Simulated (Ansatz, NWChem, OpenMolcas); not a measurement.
**How methods differ on C2H3F3 (1,1,2-trifluoroethane)**

C2H3F3 has 8 atoms, charge 0, and is taken as a singlet. As SMILES, `FCC(F)F`. The shape is that of a PBE0-D4/def2-TZVP optimisation. This is one conformer, not always the lowest.

Quantity: the vertical energy of the triplet above the singlet, in eV. The values are calculated.

```tsv
level	kind	program	value (eV)	less CCSD(T)/def2-SVP
SVWN5/def2-SVP	LDA	Ansatz	8.19	-2.38
revPBE/def2-SVP	GGA	Ansatz	8.30	-2.27
M06-L/def2-SVP	meta-GGA	OpenMolcas	8.95	-1.62
TPSS/def2-SVP	meta-GGA	OpenMolcas	8.51	-2.06
CAM-B3LYP/def2-SVP	range-separated hybrid	Ansatz	9.36	-1.21
HSE06/def2-SVP	range-separated hybrid	Ansatz	9.08	-1.49
wB97X/def2-SVP	range-separated hybrid	NWChem	9.53	-1.04
CCSD(T)/def2-SVP	coupled cluster or CI	Ansatz	10.57	0.00
```

CCSD(T)/def2-SVP is the highest level here, not the true value. The values span 8.19 to 10.57 eV. A triplet this far above the singlet is often a Rydberg-like or dissociative state; sets without diffuse functions put Rydberg states too high.
